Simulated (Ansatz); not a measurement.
Input file:

```yaml
crystal:
  periodic: [false, false, false]
  atoms:
    - {symbol: B, position_ang: [0.000000, -0.878199, 0.376341]}
    - {symbol: Cl, position_ang: [0.000000, 0.357592, -2.019748]}
    - {symbol: Cl, position_ang: [0.000000, -0.089795, 1.904987]}
basis:
  gaussian: {orbitals: cc-pVDZ}
magnetization: {spin_polarized: false, initial_magnetization: 1}
correlation: {method: ccsd_t, electrons: outside_noble_gas}
accuracy: high
```

```sh
$ ansatz run in.yaml --threads 1 --pin off --events-out ev --progress --plain --max-ram 2393MiB
```

Log:

```
1030 factors; integrals over basis functions are off by at most 3.5e-9 eV
mean field evaluation 1: about -25673.8602 eV, gradient 2.1e1 eV
mean field evaluation 2: about -25673.8867 eV, gradient 2.1e1 eV
mean field evaluation 4: about -25676.5839 eV, gradient 3.0e0 eV
mean field evaluation 8: about -25676.6980 eV, gradient 7.4e-1 eV
mean field evaluation 16: about -25676.8222 eV, gradient 1.1e-1 eV
mean field evaluation 32: about -25676.7135 eV, gradient 7.3e-1 eV
mean field evaluation 64: about -25676.6691 eV, gradient 3.5e-8 eV
mean field evaluation 96: about -25676.6149 eV, gradient 2.0e0 eV
mean field evaluation 128: about -25676.8227 eV, gradient 1.2e-5 eV
mean field evaluation 160: about -25676.0337 eV, gradient 4.8e0 eV
...
cycle   8  -10.19374225 eV  change    2.3e-8 eV  update   5.8e-8
cycle   9  -10.19374226 eV  change   -1.3e-8 eV  update   4.7e-8
cycle  10  -10.19374190 eV  change    3.6e-7 eV  update   9.7e-8
cycle  11  -10.19374186 eV  change    3.5e-8 eV  update   4.0e-8
cycle  12  -10.19374186 eV  change    6.2e-9 eV  update   2.7e-8
cycle  13  -10.19374185 eV  change    3.4e-9 eV  update   2.1e-8
cycle  14  -10.19374186 eV  change   -5.1e-9 eV  update   1.5e-8
cycle  15  -10.19374186 eV  change    1.7e-9 eV  update   7.6e-9
cycle  16  -10.19374186 eV  change   -1.6e-9 eV  update   3.6e-9
cycle  17  -10.19374186 eV  change  -1.3e-10 eV  update   1.8e-9
perturbative correction -0.34434872 eV, -0.0126545819 hartree
Total energy: -25687.20716332 eV, -943.9874518376 hartree
```

Ran on 1 thread of Arm Neoverse V1, shared host: 24 s wall, 0.2 GiB peak host memory.
